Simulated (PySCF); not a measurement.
Molecule: `C(C=C)O`, C3H6O.

Geometry:
```csv
atom,x (Å),y (Å),z (Å)
C1,1.569,0.174,0.086
C2,0.418,-0.497,0.124
C3,-0.873,-0.014,-0.460
O4,-1.919,-0.019,0.477
H5,1.641,1.153,-0.402
H6,2.485,-0.227,0.530
H7,0.365,-1.471,0.626
H8,-1.190,-0.693,-1.270
H9,-0.725,0.983,-0.923
H10,-1.645,0.534,1.217
```

Geometry PBE0-D3(BJ)/def2-SVP throughout; GIAO in PySCF, gas phase, one conformer, non-relativistic; equivalent atoms averaged; functional PBE0.

For orientation, aug-cc-pVDZ gives these absolute shieldings σ: C2 52.7, C1 79.4, C3 129.4, O4 292.0, H7 24.88, H6 25.94, H5 25.86, H8/H9 27.27, H10 31.63 ppm.

A run gave: C2 42.0, C1 60.6, C3 121.6, O4 301.3, H7 26.53, H6 27.28, H5 27.17, H8/H9 28.38, H10 33.85 ppm (absolute shieldings σ).

Task: Which basis set was used in that run?
A. pcSseg-0
B. cc-pVDZ
C. def2-SVP
D. 6-31G*

Result: A. C1 tells them apart best: pcSseg-0 gives 60.6, cc-pVDZ gives 79.7, 6-31G* gives 80.4, def2-SVP gives 76.9 ppm.
